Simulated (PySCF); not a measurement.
# Ionisation energy of Be by level of theory

Be [He] 2s2 (1S) → Be⁺ [He] 2s1 (2S), as a difference of total energies. Computed with PySCF 2.14 in 6-31G* (3s2p1d, 14 functions), with no relativity, point nucleus. Correlated levels: valence: 1s2 frozen. The calculations carry no spin-orbit coupling.

Order these methods by the ionisation energy they give, lowest first.
A. SCS-MP2 (valence)
B. BP86
C. UHF
D. MP2 (valence)

C (7.928 eV), D (8.636 eV), A (8.777 eV), B (9.058 eV).

Errors of the correlated levels include the incompleteness of this basis and the frozen core.

With two correlated electrons CCSD is exact in that space.

The coupled-cluster amplitudes are large for Be (T1 above 0.03 or a double amplitude above 0.15), so a single reference is strained.

For comparison: 9.323 eV (measured; NIST Atomic Spectra Database, ionization energies).
